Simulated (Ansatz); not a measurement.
# C4H7N: up Jacob's ladder to CCSD(T)

One table from this session's results is given with a row withheld; the runs are named, their logs left out.

Computed with Ansatz 0.2.0, Gaussian basis. Level: functionals in def2-TZVPP, the program's frozen cores in correlated methods.

Plan: LDA (SPW92), PBE-D4, revPBE-D4, BLYP-D4, r2SCAN-D4, B97M-V, PBE0-D4, B3LYP-D4, r2SCANh-D4, r2SCAN0-D4, HSE06-D4, BHLYP-D4, CAM-B3LYP-D4, LC-ωPBE, ωB97X-V, ωB97M-V, B2PLYP, PBE-QIDH; CCSD(T)/def2-SVP; CCSD(T)/def2-TZVPP; MP2/def2-QZVPP; extrapolation to the limit; RPA on PBE.

## Structure used throughout

All runs share one geometry, relaxed beforehand with PBE0-D4 in a triple-zeta def2 set.

SMILES `CCC1=NC1`, 12 atoms, charge 0, spin multiplicity 1.

Atoms are counted from 1 here; the program's logs count them from 0.

Bond lengths: C1–C2 1.525 Å, C1–H6 1.092 Å, C1–H7 1.092 Å, C1–H8 1.091 Å, C2–C3 1.471 Å, C2–H9 1.093 Å, C2–H10 1.096 Å, C3–N4 1.248 Å, C3–C5 1.446 Å, N4–C5 1.526 Å, C5–H11 1.087 Å, C5–H12 1.087 Å. Angles: C2–C1–H6 111.0°, C2–C1–H7 111.0°, C2–C1–H8 110.4°, H6–C1–H7 108.0°, H6–C1–H8 108.2°, H7–C1–H8 108.1°, C1–C2–C3 111.9°, C1–C2–H9 111.4°, C1–C2–H10 109.6°, C3–C2–H9 108.6°, C3–C2–H10 107.7°, H9–C2–H10 107.5°, C2–C3–N4 141.7°, C2–C3–C5 149.7°, N4–C3–C5 68.6°, C3–N4–C5 61.9°, C3–C5–N4 49.6°, C3–C5–H11 120.8° and more.

Set-up of the first run:

The input, in.yaml:

```yaml
crystal:
  periodic: [false, false, false]
  atoms:
    - {symbol: C, position_ang: [-0.807635, 1.303236, 0.443768]}
    - {symbol: C, position_ang: [0.495385, 0.544467, 0.668745]}
    - {symbol: C, position_ang: [0.665654, -0.553746, -0.295575]}
    - {symbol: N, position_ang: [1.457808, -0.986747, -1.156597]}
    - {symbol: C, position_ang: [0.160009, -1.754528, -0.922208]}
    - {symbol: H, position_ang: [-1.667087, 0.633419, 0.511378]}
    - {symbol: H, position_ang: [-0.821959, 1.773002, -0.541483]}
    - {symbol: H, position_ang: [-0.926485, 2.086029, 1.194366]}
    - {symbol: H, position_ang: [1.360590, 1.209086, 0.597230]}
    - {symbol: H, position_ang: [0.497524, 0.108520, 1.674094]}
    - {symbol: H, position_ang: [-0.585208, -1.699007, -1.711766]}
    - {symbol: H, position_ang: [0.248502, -2.719033, -0.428151]}
basis:
  gaussian: {orbitals: def2-TZVPP}
hamiltonian: {xc: lda}
output: {orbitals: {seedname: orbitals}}
```

Steps of the session up to this table: LDA; PBE-D4 (GGA); revPBE-D4 (GGA); BLYP-D4 (GGA); r2SCAN-D4 (meta-GGA); B97M-V (meta-GGA); PBE0-D4 (hybrid); B3LYP-D4 (hybrid); r2SCANh-D4 (hybrid); r2SCAN0-D4 (hybrid); HSE06-D4 (hybrid); BHLYP-D4 (hybrid); CAM-B3LYP-D4 (range-separated); LC-ωPBE (range-separated); ωB97X-V (range-separated); ωB97M-V (range-separated); B2PLYP (double hybrid); PBE-QIDH (double hybrid).

One table of the session follows, with a row left open; its other results are not shown here.

It belongs to the step «Orbital energies across the functionals». 

```
  functional  HOMO (eV)  gap (eV)
 LDA (SPW92)      -6.37      4.95
      PBE-D4      -6.21      5.04
   revPBE-D4      -6.15      5.07
     BLYP-D4      -6.09      5.04
   r2SCAN-D4      -6.45      5.53
      B97M-V      -6.56      5.74
     PBE0-D4      -7.56      7.52
    B3LYP-D4      -7.34      7.03
  r2SCANh-D4      -6.95      6.45
  r2SCAN0-D4      -7.71      7.83
    HSE06-D4          ?         ?
    BHLYP-D4      -8.79      9.91
CAM-B3LYP-D4      -8.97     10.11
     LC-ωPBE     -10.35     12.76
     ωB97X-V      -9.97     12.26
     ωB97M-V      -9.88     11.98
```

Q: Estimate the row for HSE06-D4 from the others.

The run gave: HOMO (eV): -7.15; gap (eV): 6.73. In the column «HOMO (eV)» it lies between B3LYP-D4 (-7.34) and r2SCANh-D4 (-6.95).
